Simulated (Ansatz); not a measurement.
Geometry optimisation, UKS PBE/def2-SVP in Ansatz 0.2.0.

The input (input.yaml):

```yaml
crystal:
  periodic: [false, false, false]
  atoms:
    - { symbol: B, position_ang: [-1.1746, 1.04426, -1.21046] }
    - { symbol: Al, position_ang: [-0.02859, 0.87044, 0.44211] }
    - { symbol: Si, position_ang: [0.28063, 2.73963, 1.95486] }
    - { symbol: H, position_ang: [-0.68051, 1.16516, -2.28109] }
    - { symbol: H, position_ang: [-2.28227, 0.62212, -1.22711] }
    - { symbol: H, position_ang: [0.84168, -0.27179, 1.12882] }
    - { symbol: H, position_ang: [-0.73248, 3.31862, 2.87479] }
    - { symbol: H, position_ang: [1.00881, 4.00034, 1.65594] }
magnetization:
  spin_polarized: true
  initial_magnetization: 1
basis:
  gaussian: { orbitals: def2-SVP }
hamiltonian:
  xc: pbe
relax:
  f_tol: 0.015
  max_steps: 40
```

Run as:

```bash
$ ansatz run input.yaml --threads 2 --pin off --max-ram 3072MiB --backend cpu --events-out ev --progress --plain --runs-dir out
```

Q: Where does it end, and by what steps?

A: The run converged. After 20 steps the energy has fallen by 1.333 eV; Si3 moved furthest, 1.27 Å. Joined: B1–Si3 (3.87 → 1.94 Å).

```
step  energy less start (eV)  largest force component (eV/Å)  accepted
   0                  0.0000                           0.950       yes
   1                 -0.2791                           0.621       yes
   2                 -0.3563                           0.283       yes
   3                 -0.3745                           0.129       yes
   4                 -0.3870                           0.074       yes
   5                 -0.4044                           0.154       yes
   6                 -0.4235                           0.215       yes
   7                 -0.4532                           0.221       yes
   8                 -0.4760                           0.431       yes
   9                 -0.5292                           0.263       yes
  10                 -0.5945                           0.711       yes
  11                 -0.7807                           0.942       yes
  12                 -0.9538                           1.249       yes
  13                 -1.1307                           0.884       yes
  14                 -1.2229                           1.011       yes
  15                 -1.3251                           0.124       yes
  16                 -1.3250                           0.122        no
  17                 -1.3316                           0.048       yes
  18                 -1.3330                           0.049       yes
  19                 -1.3331                           0.060       yes
  20                 -1.3335                           0.005       yes
```

```xyz
8
Properties=species:S:1:pos:R:3
B -0.999 1.685 -0.569
Al 0.166 0.156 0.349
Si -0.430 2.809 0.908
H -0.441 1.850 -1.644
H -2.133 1.230 -0.527
H 1.136 -0.382 1.525
H -1.010 2.714 2.297
H 0.944 3.426 0.998
```

Time of the run: 14 s on 2 threads of AMD EPYC 9R45 96-Core Processor (Zen 5) (shared host), peak memory 0.2 GiB.
